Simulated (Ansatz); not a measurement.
Reaction (isomerisation): `CC[SiH2]C` → `CC(C)[SiH3]`

Isolated molecules relaxed with PBE0-D4/def2-TZVP in Ansatz; ΔE leaves out vibrations. CCSD(T)/CBS adds triple-zeta CCSD(T) − MP2 to the extrapolated MP2 energy (def2 sets, frozen cores). Functionals use def2-TZVPP. B3LYP here is the variant with VWN-RPA as its local correlation; programs differ in this. HSE06 is defined as in plane-wave codes. One conformer a species, not always the lowest.

`CC[SiH2]C`:

Cartesian coordinates in Å:
```
C 1.753 -0.142 -0.457
C 0.613 -1.071 -0.047
Si -1.095 -0.321 -0.264
C -1.307 1.234 0.757
H 1.763 0.771 0.144
H 2.728 -0.621 -0.336
H 1.663 0.160 -1.504
H 0.725 -1.371 1.001
H 0.651 -1.998 -0.629
H -1.305 0.004 -1.706
H -2.130 -1.321 0.128
H -1.164 1.025 1.820
H -2.309 1.650 0.629
H -0.587 2.001 0.463
```

`CC(C)[SiH3]`:

Cartesian coordinates in Å:
```
C 0.460 1.391 0.405
C -0.386 0.138 0.198
C 0.009 -0.970 1.170
Si -0.288 -0.459 -1.586
H 0.159 2.205 -0.258
H 0.376 1.753 1.435
H 1.519 1.186 0.219
H -1.439 0.396 0.374
H 1.048 -1.277 1.016
H -0.618 -1.858 1.058
H -0.078 -0.629 2.207
H -1.152 -1.654 -1.793
H 1.116 -0.831 -1.919
H -0.725 0.610 -2.526
```

| level | ΔE (kJ/mol) | difference from CCSD(T)/CBS |
| --- | --- | --- |
| B97M-V | 47.4 | 3.3 |
| B3LYP-D4 | 45.1 | 1.0 |
| r2SCAN0-D4 | 47.4 | 3.3 |
| HSE06-D4 | 45.7 | 1.6 |
| B2PLYP | 45.8 | 1.7 |
| revPBE | 48.4 | 4.3 |
| BLYP | 47.4 | 3.3 |
| r2SCAN | 48.0 | 3.9 |
| r2SCANh | 47.9 | 3.8 |
| BHLYP | 46.5 | 2.4 |
| LC-ωPBE | 47.4 | 3.3 |
| CCSD/def2-SVP | 30.8 | -13.3 |
| CCSD(T)/def2-TZVPP | 42.4 | -1.7 |
| SCS-MP2/def2-QZVPP | 42.9 | -1.2 |
| HF/CBS(def2) | 44.8 | 0.7 |
| MP2/CBS(def2) | 45.0 | 0.9 |
| CCSD(T)/CBS | 44.1 | 0 |

Largest T1 diagnostic among the species: 0.010.

At CCSD(T), def2-SVP lies −14.5 kJ/mol from the extrapolated value and def2-TZVPP −1.7 kJ/mol. Leaving LDA and LC-ωPBE aside and taking each functional with its dispersion term where it has one, the values, not all of them listed here, spread over 5.3 kJ/mol, from revPBE-D4 to r2SCAN-D4. LDA lies −5.6 kJ/mol from PBE without D4.
